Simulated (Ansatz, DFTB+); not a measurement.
Redistribution: CH3NO + HOCN → CH2O2 + CH2N2

Species: CH3NO (formamide) `NC=O`, singlet; HOCN `N#CO`, singlet; CH2O2 (formic acid) `O=CO`, singlet; CH2N2 (cyanamide) `N#CN`, singlet. The partners trade NH2 for OH; both sit on C, so the bond types are kept.

Shapes, held fixed at every level: PBE0-D4/def2-TZVP. Flexible molecules stand in one conformer, not always the lowest. Programs: Ansatz 0.2.0, DFTB+ 25.1. The zero-point and thermal change to 298 K, harmonic and unscaled (PBE0-D4/def2-TZVP), is +1.5 kJ/mol.

**Question.** Estimate ΔH(298 K) of this reaction.

**Answer.** The highest level, CCSD(T)/CBS estimate, gives ΔH(298 K) = -38.6 kJ/mol; the levels span -43.2 to +8.8. They disagree on the sign: 1 of 8 are positive. The column of differences is taken from that level and isn't an error. No measured value is set beside it here. The CBS estimate extrapolates MP2 from def2-TZVPP and def2-QZVPP and adds CCSD(T) − MP2 in the triple-zeta set, cores frozen. Times are processor times on shared x86 and Arm servers, and rough.

| level | kind | ΔH(298 K) (kJ/mol) | less CCSD(T)/CBS estimate | CPU time (sum over the molecules) |
| --- | --- | --- | --- | --- |
| DFTB1 | semi-empirical | +8.8 | +47.4 | 0.27 s |
| HF/def2-SVP | Hartree–Fock | -43.2 | -4.6 | – |
| r2SCAN-D4/def2-TZVPP | meta-GGA | -35.0 | +3.6 | 24 s |
| PBE0-D4/def2-TZVPP | global hybrid | -35.0 | +3.6 | 11 s |
| CCSD(T)/def2-SVP | coupled cluster or CI | -41.4 | -2.8 | 6.5 s |
| CCSD(T)/def2-TZVPP | coupled cluster or CI | -40.0 | -1.4 | 37 s |
| CCSD/def2-TZVPP | coupled cluster or CI | -40.4 | -1.8 | – |
| CCSD(T)/CBS estimate | coupled cluster or CI | -38.6 | 0.0 | 5.1 min |
